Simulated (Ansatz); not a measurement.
The input, for Ansatz 0.2.0:

```yaml
crystal:
  periodic: [false, false, false]
  atoms:
    - {symbol: C, position_ang: [0.000000, 0.000000, -0.063800]}
    - {symbol: P, position_ang: [0.000000, 0.000000, -1.594400]}
    - {symbol: H, position_ang: [0.000000, 0.000000, 1.658200]}
basis:
  gaussian: {orbitals: 6-31G}
magnetization: {spin_polarized: false}
correlation: {method: ccsdtq, electrons: outside_noble_gas}
```

```sh
$ ansatz run in.yaml --threads 1 --pin off --events-out ev --progress --plain --max-ram 2393MiB
```

Log:

```
499 factors; integrals over basis functions are off by at most 5.4e-8 eV
mean field evaluation 1: about -10310.7315 eV, gradient 8.3e0 eV
mean field evaluation 2: about -10310.7359 eV, gradient 8.3e0 eV
mean field evaluation 4: about -10311.1415 eV, gradient 2.4e0 eV
mean field evaluation 8: about -10311.1605 eV, gradient 1.8e-4 eV
mean field evaluation 16: about -10311.1552 eV, gradient 1.4e-1 eV
mean field -10311.16052182 eV, -378.9281600213 hartree, gradient 2.7e-6 eV, S^2 0.000000; 0 other end points of the search recorded, 0 dependent functions left out; unrestricted orbitals would lower it
6 core orbitals not correlated: weight in the atoms' cores, before any rotation towards them, 1.000 or more for the frozen orbitals, at most 0.000 for the correlated occupied ones
reference -10311.16052182 eV, -378.9281600213 hartree; 5, 5 occupied and 13, 13 virtual orbitals, 499 factors
second order -5.19137418 eV of doubles, -0.00000000 eV of singles
cycle   1  -4.92458267 eV  change    2.7e-1 eV  update   1.2e-1
cycle   2  -5.37722740 eV  change   -4.5e-1 eV  update   7.8e-2
cycle   3  -5.73231041 eV  change   -3.6e-1 eV  update   3.7e-2
cycle   4  -5.75237539 eV  change   -2.0e-2 eV  update   1.4e-2
cycle   5  -5.78040182 eV  change   -2.8e-2 eV  update   7.5e-3
cycle   6  -5.78331858 eV  change   -2.9e-3 eV  update   3.9e-3
cycle   7  -5.78076271 eV  change    2.6e-3 eV  update   1.6e-3
cycle   8  -5.78388601 eV  change   -3.1e-3 eV  update   6.3e-4
cycle   9  -5.78442616 eV  change   -5.4e-4 eV  update   2.9e-4
cycle  10  -5.78419657 eV  change    2.3e-4 eV  update   1.4e-4
cycle  11  -5.78414700 eV  change    5.0e-5 eV  update   5.9e-5
cycle  12  -5.78415125 eV  change   -4.2e-6 eV  update   2.2e-5
cycle  13  -5.78412882 eV  change    2.2e-5 eV  update   1.0e-5
cycle  14  -5.78412876 eV  change    6.5e-8 eV  update   3.9e-6
cycle  15  -5.78413311 eV  change   -4.3e-6 eV  update   1.5e-6
cycle  16  -5.78413208 eV  change    1.0e-6 eV  update   8.5e-7
cycle  17  -5.78413116 eV  change    9.2e-7 eV  update   2.8e-7
Total energy: -10316.94465299 eV, -379.1407229210 hartree
```

For the same geometry and basis full CI lies 6.2 meV lower.

Ran on 1 thread of Arm Neoverse V1, shared host: 9 s wall, 0.17 GiB peak host memory.
